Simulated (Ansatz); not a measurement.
# Al₂H₂ (singlet): wave-function methods side by side at distance Al1–H3 = 1.449 Å, 6-31G

Aim: climb from Hartree-Fock through coupled cluster and multireference methods for Al₂H₂ (singlet) at one geometry and basis, and see what each rung misses.

The runs use Ansatz 0.2.0, Gaussian basis; 6-31G, core rule «outside noble gas», up to 10 orbitals frozen.

The runs, in order: UHF; CCSD(T) on RHF; CCSD(T) on UHF; BCCD(T) on RHF; CISD; CCSDT(Q) on RHF; CCSDT(Q) on UHF; CCSDTQ on RHF; CASSCF and MRCISD+Q, 2 electrons in 2 orbitals; CASSCF and NEVPT2, 2 electrons in 2 orbitals; CASSCF and MRCISD+Q, 8 electrons in 10 orbitals; CASSCF and NEVPT2, 8 electrons in 10 orbitals; Full CI.

9 further runs of the same task are left out: 8 that didn't finish, 1 set aside as unsound or not needed.

### 1 The system

The geometry derives from a PBE0/def2-TZVP stationary point (not a proven minimum). One bond is set to the value named and the two fragments are kept rigid.

4 atoms, charge 0, spin multiplicity 1.

Atoms are counted from 1 here; the program's logs count them from 0.

Bond lengths: Al1–Al2 2.634 Å, Al1–H3 1.449 Å, Al1–H4 1.823 Å. Angles: Al2–Al1–H3 148.7°, Al2–Al1–H4 46.0°, H3–Al1–H4 102.7°.

### 2 UHF

in.yaml

```yaml
crystal:
  periodic: [false, false, false]
  atoms:
    - {symbol: Al, position_ang: [0.000000, 0.091033, 1.267368]}
    - {symbol: Al, position_ang: [0.000000, -0.020756, -1.364257]}
    - {symbol: H, position_ang: [0.000000, -0.608704, 2.536214]}
    - {symbol: H, position_ang: [0.000000, -1.272541, 0.057404]}
basis:
  gaussian: {orbitals: 6-31G}
magnetization: {spin_polarized: true, initial_magnetization: 0}
hamiltonian: {xc: hf}
output: {orbitals: {seedname: orbitals}}
```

On the command line:

```
ansatz run in.yaml --threads 1 --pin off --events-out ev --progress --plain --max-ram 2393MiB
```

After this run come: CCSD(T) on RHF; CCSD(T) on UHF; BCCD(T) on RHF; CISD; CCSDT(Q) on RHF; CCSDT(Q) on UHF; CCSDTQ on RHF; CASSCF and MRCISD+Q, 2 electrons in 2 orbitals; CASSCF and NEVPT2, 2 electrons in 2 orbitals; CASSCF and MRCISD+Q, 8 electrons in 10 orbitals; CASSCF and NEVPT2, 8 electrons in 10 orbitals; Full CI.

**Question.** What will the summary of the whole plan be? Wanted: FCI below the RHF energy; RMP2 from FCI; RCCSD from FCI; RCCSD(T) from FCI; RCCSDT(Q) from FCI; NEVPT2 pair from FCI; NEVPT2 valence from FCI; MRCISD+Q valence from FCI; T1 diagnostic.

**Answer**, as computed:

```
                         quantity                                                                            value
         FCI below the RHF energy                                                                       -2.6842 eV
                    RMP2 from FCI                                                                       +878.9 meV
                   RCCSD from FCI                                                                        +91.0 meV
                RCCSD(T) from FCI                                                                        +29.3 meV
               RCCSDT(Q) from FCI                                                                         +1.9 meV
             NEVPT2 pair from FCI                                                                       +798.8 meV
          NEVPT2 valence from FCI                                                                       +181.5 meV
        MRCISD+Q valence from FCI                                                                        +11.4 meV
levels within 1 kcal/mol (43 meV)  RCCSD(T), BCCD(T), RCCSDT, RCCSDT(Q), RCCSDTQ, MRCISD valence, MRCISD+Q valence
                    T1 diagnostic                                                                            0.018
   effectively unpaired electrons                                                                             0.14
```

**Reading.** RCCSD(T) lands +29.3 meV from the yardstick (1.1 % of the correlation energy). One determinant dominates. Of the multireference levels listed MRCISD+Q valence comes nearest in total energy (+11.4 meV), which doesn't show that its space is the better one. These misses are within one basis, not against nature.
